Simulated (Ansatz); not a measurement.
# B₂Si (singlet): from Hartree-Fock to the top rungs, cc-pVTZ

The task here is to estimate one member of a computed series from the others.

The runs use Ansatz 0.2.0, Gaussian basis; cc-pVTZ, core rule «outside noble gas», up to 7 orbitals frozen.

To be run: UHF; CCSD(T) on RHF; CCSD(T) on UHF; BCCD(T) on RHF; CCSDT(Q) on RHF; CCSDT(Q) on UHF; CASSCF and NEVPT2, 10 electrons in 12 orbitals.

8 further runs of the same task are left out: 2 for a known fault of the program, 6 set aside as unsound or not needed.

## The system

The geometry is a PBE0/def2-TZVP stationary point (not a proven minimum) of the parent state, kept for this charge and spin.

3 atoms, charge 0, spin multiplicity 1.

Atoms are counted from 1 here; the program's logs count them from 0.

Bond lengths: B1–B2 1.543 Å, B2–Si3 1.871 Å. Angles: B1–B2–Si3 180.0°.

The first run:

File in.yaml:

```yaml
crystal:
  periodic: [false, false, false]
  atoms:
    - {symbol: B, position_ang: [0.000000, 0.000000, -1.652467]}
    - {symbol: B, position_ang: [0.000000, 0.000000, -0.109467]}
    - {symbol: Si, position_ang: [0.000000, 0.000000, 1.761933]}
basis:
  gaussian: {orbitals: cc-pVTZ}
magnetization: {spin_polarized: true, initial_magnetization: 0}
hamiltonian: {xc: hf}
output: {orbitals: {seedname: orbitals}}
```

Command:

```bash
ansatz run in.yaml --threads 1 --pin off --events-out ev --progress --plain --max-ram 4096MiB --backend cpu
```

Steps of the session up to this table: UHF; CCSD(T) on RHF; CCSD(T) on UHF; BCCD(T) on RHF; CCSDT(Q) on RHF; CCSDT(Q) on UHF; CASSCF and NEVPT2, 10 electrons in 12 orbitals.

One table of the session follows, with a row left open; its other results are not shown here.

| method | from RCCSDT(Q) (meV) |
| --- | --- |
| UHF | +7510.1 |
| RMP2 | +2476.3 |
| UMP2 | ? |
| RCCSD | +2054.4 |
| UCCSD | +934.9 |
| RCCSD(T) | +718.6 |
| UCCSD(T) | +456.0 |
| BCCD(T) | +671.1 |
| RCCSDT | +732.2 |
| UCCSDT | +253.4 |
| RCCSDT(Q) | 0 |
| UCCSDT(Q) | +134.5 |
| CASSCF valence | +4799.1 |
| NEVPT2 valence | +1447.9 |

Q: Estimate the row for UMP2 from the others.

As computed: from RCCSDT(Q) (meV): +2189.7. In the column «from RCCSDT(Q) (meV)» it lies between RCCSD (+2054.4) and RMP2 (+2476.3).

Some runs used a GPU and others CPU threads alone; cost is compared among the GPU runs only.

Left out of the table: RHF (another determinant or state than the rows shown).

Limits of these values: The determinant is far from a pure spin state, so its energy mixes those of several spin states (harmless only where they are near-degenerate, as at dissociation). The program flags BCCD(T), RCCSDT(Q), UCCSDT(Q) as in doubt, so the zero of the table is itself unsure. With 1.8 effectively unpaired electrons against 0 the state is strongly multireference. Warnings: restricted reference is unstable; spin contamination; coupled cluster took another determinant than the lowest; large T1 diagnostic. Restricted and unrestricted rows rest on different reference determinants; where their highest levels disagree by more than a few hundredths of an eV, they describe different states and don't form one ladder. Warnings in the runs' records: large difference.
